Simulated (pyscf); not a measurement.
One four-centre exchange on the singlet surface with elements of a group swapped. ωB97M-D3(BJ)/def2-TZVP, kJ/mol, from the separated reactants. PySCF, gas phase, ωB97X-D3(BJ)/def2-SVP geometries.

| step | barrier | reaction energy | imaginary mode (i cm⁻¹) |
|---|---|---|---|
| `[SH][Zr]([Cl])([Cl])[Cl]` + `[ClH]` → `[SH2]` + `[Cl][Zr]([Cl])([Cl])[Cl]` | 7.4 | -68.8 | 397 |
| `[Cl][Zr]([Cl])([Cl])[SeH]` + `[ClH]` -> `[SeH2]` + `[Cl][Zr]([Cl])([Cl])[Cl]` | [?] | [?] | 410 |
| `[SH][Hf]([Cl])([Cl])[Cl]` + `[ClH]` → `[SH2]` + `[Cl][Hf]([Cl])([Cl])[Cl]` | 6.9 | -70.5 | 381 |
| `[SH][Ti]([Cl])([Cl])[Cl]` + `[ClH]` → `[SH2]` + `[Cl][Ti]([Cl])([Cl])[Cl]` | 45.0 | -54.7 | 625 |

Q: Some entries are withheld; supply them.

A: 
- `[Cl][Zr]([Cl])([Cl])[SeH]` + `[ClH]` -> `[SeH2]` + `[Cl][Zr]([Cl])([Cl])[Cl]`, barrier: 8.9
- `[Cl][Zr]([Cl])([Cl])[SeH]` + `[ClH]` -> `[SeH2]` + `[Cl][Zr]([Cl])([Cl])[Cl]`, reaction energy: -65.3

Row 1: On the reactant side the descent ends in an adduct with a Cl–Zr contact, 34.8 kJ/mol under the separated species and 22.5 kJ/mol under the saddle at ωB97X-D3(BJ)/def2-TZVP. On the product side the descent ends in an adduct with a S–Zr contact (not fully relaxed), 61.8 kJ/mol under the separated species and 113.0 kJ/mol under the saddle at ωB97X-D3(BJ)/def2-TZVP. Row 2: On the reactant side the descent ends in an adduct with a Cl–Zr contact, 33.8 kJ/mol under the separated species and 23.2 kJ/mol under the saddle at ωB97X-D3(BJ)/def2-TZVP. On the product side the descent ends in an adduct with a Se–Zr contact, 64.3 kJ/mol under the separated species and 104.4 kJ/mol under the saddle at ωB97X-D3(BJ)/def2-TZVP. Row 3: On the reactant side the descent ends in an adduct with a Cl–Hf contact, 35.3 kJ/mol under the separated species and 21.6 kJ/mol under the saddle at ωB97X-D3(BJ)/def2-TZVP. On the product side the descent ends in an adduct with a Hf–S contact (not fully relaxed), 63.2 kJ/mol under the separated species and 114.2 kJ/mol under the saddle at ωB97X-D3(BJ)/def2-TZVP. Row 4: On the product side the descent ends in an adduct with a S–Ti contact, 33.6 kJ/mol under the separated species and 111.8 kJ/mol under the saddle at ωB97X-D3(BJ)/def2-TZVP. Each row is the saddle that its search found. Elements up to Kr have no core potential and no relativistic terms here. Elements past Kr carry the def2 core potentials, without spin-orbit coupling.
